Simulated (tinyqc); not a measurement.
Inside a calculation. Method: Pariser-Parr-Pople SCF with singles CI, for the molecule C=CC=C (SMILES; centres numbered as the heavy atoms are written). Computed by tinyqc, a small Python program that keeps every step. Settings: charge = 0, gamma = MN, start = core, damping = 0, iteration cap = 79, excitations kept = 9. Command: `OMP_NUM_THREADS=1 python tinyqc.py 25435 25436 out.jsonl` (the two numbers bound the seeds that draw the settings). One thread of a shared host (Intel(R) Xeon(R) Processor @ 2.60GHz), about 0.01 s of CPU time with the checks. Later iterations appear only in the table of the cycle.

## PPP integrals

Centres (angstrom, eV; a flat drawing with bonds scaled to 1.40 angstrom):

| centre | x | y | core charge z | W | gamma_rr |
|---|---|---|---|---|---|
| 1C | -1.848000 | -0.127000 | 1 | 11.160000 | 11.130000 |
| 2C | -0.559000 | 0.421000 | 1 | 11.160000 | 11.130000 |
| 3C | 0.559000 | -0.421000 | 1 | 11.160000 | 11.130000 |
| 4C | 1.848000 | 0.127000 | 1 | 11.160000 | 11.130000 |

Resonance integrals (eV):

| i | j | beta |
|---|---|---|
| 1 | 2 | -2.390000 |
| 2 | 3 | -2.390000 |
| 3 | 4 | -2.390000 |

Mataga-Nishimoto: gamma = 14.399645/(R + a), a = 2 x 14.399645/(gamma_rr + gamma_ss); H_rr = -W_r - sum_(s != r) z_s gamma_rs; H_rs = beta for bonds.

repulsion gamma_rs (eV):
```
           1C         2C         3C         4C
1C  11.130000   5.344246   3.872270   2.880801
2C   5.344246  11.130000   5.346327   3.872270
3C   3.872270   5.346327  11.130000   5.344246
4C   2.880801   3.872270   5.344246  11.130000
```

core matrix H (eV):
```
            1C          2C          3C          4C
1C  -23.257317   -2.390000    0.000000    0.000000
2C   -2.390000  -25.722843   -2.390000    0.000000
3C    0.000000   -2.390000  -25.722843   -2.390000
4C    0.000000    0.000000   -2.390000  -23.257317
```

## Starting guess

pi electrons, sum of z_r less the charge = 4

Orbitals of the core matrix H.

P at the start:
```
           1C         2C         3C         4C
1C   0.635787   0.850709  -0.149166  -0.348414
2C   0.850709   1.364213   0.348414  -0.149166
3C  -0.149166   0.348414   1.364213   0.850709
4C  -0.348414  -0.149166   0.850709   0.635787
```

## Iteration 1: Fock matrix

F_rr = H_rr + P_rr gamma_rr / 2 + sum_(s != r) P_ss gamma_rs; F_rs = H_rs - P_rs gamma_rs / 2; E = tr P (H + F) / 2 + core repulsion sum_(r<s) z_r z_s gamma_rs.

F (eV):
```
           1C         2C         3C         4C
1C  -5.314296  -4.663199   0.288806   0.501856
2C  -4.663199  -4.977728  -3.321369   0.288806
3C   0.288806  -3.321369  -4.977728  -4.663199
4C   0.501856   0.288806  -4.663199  -5.314296
```

pi energy = -47.638795 eV

## Iteration 1: orbitals and new P

Diagonalise F (the basis is taken as orthonormal) and form P = 2 sum c c over the lowest orbitals.

orbital energies (eV): -11.264750  -9.107319  -1.846786  1.634808

P after iteration 1:
```
           1C        2C        3C         4C
1C   1.008514  0.925463  0.003484  -0.378727
2C   0.925463  0.991486  0.378727   0.003484
3C   0.003484  0.378727  0.991486   0.925463
4C  -0.378727  0.003484  0.925463   1.008514
```

## Iteration 2: Fock matrix

As before.

F (eV):
```
           1C         2C         3C         4C
1C  -5.601562  -4.862950  -0.006746   0.545519
2C  -4.862950  -5.609429  -3.402400  -0.006746
3C  -0.006746  -3.402400  -5.609429  -4.862950
4C   0.545519  -0.006746  -4.862950  -5.601562
```

pi energy = -49.334991 eV

## Iteration 2: orbitals and new P

As before.

orbital energies (eV): -12.289980  -9.417639  -1.777892  1.063529

P after iteration 2:
```
           1C         2C         3C         4C
1C   0.999804   0.926574  -0.000079  -0.376113
2C   0.926574   1.000196   0.376113  -0.000079
3C  -0.000079   0.376113   1.000196   0.926574
4C  -0.376113  -0.000079   0.926574   0.999804
```

## Convergence

Stop when output and input P, before any damping, agree to 1e-7.

Course of the cycle:

| iteration | E (eV) | largest \|P(out) - P(in)\| |
|---|---|---|
| 1 | -47.63879471 | 3.73e-01 |
| 2 | -49.33499064 | 8.71e-03 |
| 3 | -49.33601782 | 1.08e-03 |
| 4 | -49.33603825 | 4.40e-04 |
| 5 | -49.33604158 | 1.80e-04 |
| 6 | -49.33604213 | 7.33e-05 |
| 7 | -49.33604223 | 2.99e-05 |
| 8 | -49.33604224 | 1.22e-05 |
| 9 | -49.33604224 | 4.99e-06 |
| 10 | -49.33604224 | 2.04e-06 |
| 11 | -49.33604225 | 8.31e-07 |
| 12 | -49.33604225 | 3.39e-07 |
| 13 | -49.33604225 | 1.39e-07 |
| 14 | -49.33604225 | 5.66e-08 |

Converged in 14 iterations.

## Converged orbitals

Charges are z - P_rr.

orbital energies (eV): -12.270176  -9.418762  -1.771238  1.080176

coefficients:
```
         MO1        MO2        MO3        MO4
1C  0.395508   0.586151   0.586151  -0.395508
2C  0.586151   0.395508  -0.395508   0.586151
3C  0.586151  -0.395508  -0.395508  -0.586151
4C  0.395508  -0.586151   0.586151   0.395508
```

pi charges: 1C 0.000000, 2C 0.000000, 3C 0.000000, 4C 0.000000

## Singles CI, singlets

Over the 4 single excitations with the smallest orbital gaps: A = (e_a - e_i) delta + 2 (ia|jb) - (ij|ab), with (pq|rs) = sum c_mp c_mq gamma_mn c_nr c_ns. f = 2/3 w |mu|^2 in atomic units, mu = sqrt2 sum c_ia sum_m c_mi c_ma R_m.

singlet CI matrix (eV):
```
           2>3        1>3        2>4        1>4
2>3   5.380358   0.000000   0.000000  -0.352830
1>3   0.000000   7.186352  -0.766537   0.000000
2>4   0.000000  -0.766537   7.186352   0.000000
1>4  -0.352830   0.000000   0.000000   9.698943
```

singlet excitation energies (eV): 5.351721  6.419814  7.952889  9.727580

oscillator strengths: 1.117927  0.000000  0.000000  0.338709

## Singles CI, triplets

Over the 4 single excitations with the smallest orbital gaps: A = (e_a - e_i) delta - (ij|ab), with (pq|rs) = sum c_mp c_mq gamma_mn c_nr c_ns.

triplet CI matrix (eV):
```
          2>3       1>3       2>4       1>4
2>3  1.552120  0.000000  0.000000  1.824807
1>3  0.000000  4.595008  1.824807  0.000000
2>4  0.000000  1.824807  4.595008  0.000000
1>4  1.824807  0.000000  0.000000  6.793535
```

triplet excitation energies (eV): 0.979393  2.770201  6.419814  7.366262
